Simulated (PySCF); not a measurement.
## Diatomic cations of F with the third period

PBE0 with double-zeta basis sets in PySCF, for the lowest determinant that a PBE0 search found; no spin–orbit coupling. De refers to high-spin ground-configuration atoms (the charge goes to the atom of lower measured ionisation energy or higher electron affinity, which is not always the lowest computed limit). A positive dipole points towards F; it is taken about the centre of mass and depends on that origin.

| M | basis | charged atom | state (unpaired electrons) | Re (Å) | ωe (cm⁻¹) | De (eV) | μ (D) |
| --- | --- | --- | --- | --- | --- | --- | --- |
| Na | def2-SVP | Na+ | doublet (π ↑) | 2.431 | 157 | 0.28 | -4.89 |
| Mg | aug-pcseg-1 | Mg+ | singlet (closed shell) | 1.715 | 824 | 4.07 | -9.36 |
| Al | pcseg-1 | Al+ | doublet (σ ↑) | 1.632 | 904 | 3.02 | -5.59 |
| Si | 6-31G(d,p) | Si+ | singlet (closed shell) | 1.556 | 1039 | 6.60 | -3.37 |
| S | jorge-DZP-DKH | S+ | triplet (π ↑↑) | 1.547 | 993 | 3.39 | -2.62 |
| Cl | def2-SVPD | Cl+ | doublet (π ↑) | 1.554 | 958 | 2.72 | -1.84 |

(1) By what factor does the harmonic wavenumber vary along the series?

The rows differ in basis set, which adds steps of its own.

The state changes along the series, so neighbouring rows are not always alike in their bonding.

Weak bonds: NaF⁺. Basis-set superposition, not corrected here, can be much of De in a small basis, most of all at correlated wavefunction levels. For an ion De counts to the pair picked by the measured ionisation energies or electron affinities, which need not be the lowest pair at this level. States were picked by a PBE0 search and need not be the measured ground states.

Answers

(1) At PBE0 it runs from 157 cm⁻¹ (NaF⁺) to 1039 cm⁻¹ (SiF⁺), a factor of 6.62.
